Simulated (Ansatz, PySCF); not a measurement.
System: CHO2, charge 0, multiplicity 2. It need not be the lowest isomer of its formula. 
Geometry from a B3LYP-D3(BJ)/def2-TZVP (Ansatz, a program for electronic structure) optimisation:
SMILES: O=C[O]
```xyz
4

O     -1.0889    -0.4412    -0.0122
C     -0.0503     0.2004     0.0018
O      1.1682     0.1247     0.0094
H     -0.3333     1.3291     0.0118
```
Charge 0, spin multiplicity 2.

Dipole moments at this geometry, in debye (magnitudes).

```
level                program  dipole (D)
-------------------  -------  ----------
PBE/def2-TZVPD        Ansatz        1.46
BLYP/def2-TZVPD       Ansatz        1.47
PW6B95/def2-TZVPD      PySCF        1.60
MN15/def2-TZVPD        PySCF        1.61
wB97X-V/def2-TZVPD    Ansatz        1.64
CCSD(T)/aug-cc-pVDZ   Ansatz         ___
```

Problem. Complete the blanks.

Solution. 
- CCSD(T)/aug-cc-pVDZ, dipole (D): 1.50
